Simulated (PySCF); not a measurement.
C₅H₉F.
Z-matrix (Å and degrees, GFN2-xTB geometry), rows numbered from 1:
```
C 
C   1  1.4926
C   2  1.3231  1  125.22
F   3  1.3612  2  119.68  1    -0.48
C   3  1.4950  2  127.86  1  -179.51
C   5  1.5302  3  111.09  2   108.16
H   1  1.0865  2  110.85  3     2.77
H   1  1.0898  2  110.03  3  -117.71
H   1  1.0894  2  110.18  3   123.57
H   2  1.0794  1  116.82  3   179.52
H   5  1.0900  3  109.12  2   -13.61
H   5  1.0930  3  108.52  2  -131.88
H   6  1.0873  5  110.21  3    57.48
H   6  1.0869  5  110.25  3   177.40
H   6  1.0874  5  110.36  3   -62.42
```

Theory: CAM-B3LYP/def2-SVPD in PySCF (dipole) on a GFN2-xTB geometry, gas phase.

Masses are those of the commonest isotopes; rigid-rotor values at the optimised geometry. The values belong to one conformer with, in the numbering `[CH3:1]/[CH:2]=[C:3](\[F:4])[CH2:5][CH3:6]`, C2–C3–C5–C6 108°.

(1) Give the principal moments of inertia and the rotational constants in cm⁻¹.

(2) What kind of rotor is it?

(3) Is it planar, by Δ = Ic − Ia − Ib?

(4) Give the other two planar moments, Paa and Pbb, and the rms extents of the mass along the axes.

(5) Where do the levels up to J = 3 lie, in cm⁻¹?

(6) Predict some low-J microwave lines.

(7) Estimate the classical rotational partition function at 50 K, 200 K and 298.15 K.

Results:

(1) Ia = 72.70, Ib = 241.50, Ic = 277.48 u·Å²; 505379 MHz·u·Å²/I gives 6951, 2093 and 1821 MHz, that is A = 0.23187, B = 0.06980, C = 0.06075 cm⁻¹.

(2) An asymmetric top: κ = (2 × 2093 − 6951 − 1821)/(6951 − 1821) = -0.89.

(3) Not planar: Δ = Ic − Ia − Ib = -36.72 u·Å². For a rigid frame Δ = −2 Σ m c², so Σ m c² = 18.36 u·Å² lies off the ab plane: 7.92 from hydrogen and 10.44 from heavier atoms. The atom farthest from that plane is 1.41 Å away.

(4) Paa = Σ m a² = (Ib + Ic − Ia)/2 = 223.14 and Pbb = Σ m b² = (Ia + Ic − Ib)/2 = 54.34 u·Å². With the mass M = 88.07 u, the rms extents √(P/M) along a, b and c are 1.59, 0.79, 0.46 Å.

(5) Above 0(0,0):
J = 1: 1(0,1) 0.1306, 1(1,1) 0.2926, 1(1,0) 0.3017
J = 2: 2(0,2) 0.3913, 2(1,2) 0.5447, 2(1,1) 0.5718, 2(2,1) 1.0580, 2(2,0) 1.0584
J = 3: 3(0,3) 0.7815, 3(1,3) 0.9225, 3(1,2) 0.9768, 3(2,2) 1.4497, 3(2,1) 1.4515, 3(3,1) 2.2829, 3(3,0) 2.2829
The levels of one J sum to (2J + 1)J(J + 1)(A + B + C)/3.

(6) The dipole components are |μa| = 0.29 D, |μb| = 1.51 D, |μc| = 0.20 D. The squared components, which scale the intensities, stand as 0.04 : 1.00 : 0.02 (a : b : c). Some lines, for components of 0.1 D or more:

| type | branch | J(Ka,Kc) | MHz | lower level (cm⁻¹) |
| --- | --- | --- | --- | --- |
| a | Q | 3(1,2) ← 3(1,3) | 1628 | 0.923 |
| c | Q | 4(1,4) ← 4(0,4) | 3774 | 1.300 |
| a | R | 2(1,2) ← 1(1,1) | 7557 | 0.293 |
| a | R | 2(0,2) ← 1(0,1) | 7817 | 0.131 |
| b | R | 1(1,1) ← 0(0,0) | 8773 | 0.000 |
| c | R | 1(1,0) ← 0(0,0) | 9044 | 0.000 |
| a | R | 3(2,2) ← 2(2,1) | 11742 | 1.058 |
| b | Q | 2(2,0) ← 2(1,1) | 14587 | 0.572 |
| a | R | 4(0,4) ← 3(0,3) | 15546 | 0.781 |
| a | R | 4(3,1) ← 3(3,0) | 15679 | 2.283 |
| b | R | 4(1,4) ← 3(0,3) | 19321 | 0.781 |
| c | R | 4(1,3) ← 3(0,3) | 22032 | 0.781 |
| c | R | 2(2,0) ← 1(1,0) | 22686 | 0.302 |
| b | Q | 3(3,0) ← 3(2,1) | 24924 | 1.452 |
| b | R | 3(2,2) ← 2(1,1) | 26318 | 0.572 |
| c | R | 4(2,3) ← 3(1,3) | 31451 | 0.923 |
| b | R | 4(2,2) ← 3(1,3) | 31616 | 0.923 |
| c | R | 3(3,1) ← 2(2,1) | 36720 | 1.058 |
| c | R | 4(4,1) ← 3(3,1) | 50618 | 2.283 |
| b | R | 4(4,0) ← 3(3,1) | 50618 | 2.283 |

(7) Point group C1, symmetry number σ = 1; q = (√π/σ)·√((kT/h)³/(ABC)), k/h = 20836.6 MHz/K: 11600 at 50 K, 92600 at 200 K, 169000 at 298.15 K.

No frequency check. Zero-point vibration and centrifugal distortion are left out. A rigid rotor knows nothing of internal rotation, which can split or shift real lines.
